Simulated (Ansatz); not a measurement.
in.yaml

```yaml
crystal:
  periodic: [false, false, false]
  atoms:
    - {symbol: O, position_ang: [0.000000, 0.000000, 0.000000]}
    - {symbol: Na, position_ang: [0.000000, 0.000000, 4.703000]}
basis:
  gaussian: {orbitals: cc-pVDZ}
total_charge: 1
correlation: {method: fci, electrons: outside_noble_gas}
```

```sh
$ ansatz run in.yaml --threads 1 --pin off --events-out ev --progress --plain --max-ram 2393MiB
```

Log:

```
505 factors; integrals over basis functions are off by at most 1.4e-7 eV
mean field evaluation 1: about -6429.6907 eV, gradient 2.7e1 eV
mean field evaluation 2: about -6429.6910 eV, gradient 2.7e1 eV
mean field evaluation 4: about -6431.0963 eV, gradient 2.1e-1 eV
mean field evaluation 8: about -6431.0962 eV, gradient 2.5e-4 eV
mean field evaluation 16: about -6431.0950 eV, gradient 1.8e-1 eV
mean field evaluation 32: about -6430.9901 eV, gradient 1.1e-4 eV
mean field -6431.09619964 eV, -236.3384261833 hartree, gradient 1.7e-6 eV, S^2 0.000000; 5 other end points of the search recorded, 0 dependent functions left out; unrestricted orbitals would lower it
unrestricted determinant -6433.53834136 eV, -236.4281732359 hartree, S^2 1.0052
6 core orbitals not correlated: weight in the atoms' cores, before any rotation towards them, 1.000 or more for the frozen orbitals, at most 0.000 for the correlated occupied ones
reference -6431.09619964 eV, -236.3384261833 hartree; 3, 3 occupied and 23, 23 virtual orbitals, 505 factors
state -6435.62645305 eV, -236.5049099252 hartree
Total energy: -6435.62645305 eV, -236.5049099252 hartree
```

Ran on 1 thread of Arm Neoverse V1, shared host: 14 s wall, 0.23 GiB peak host memory.
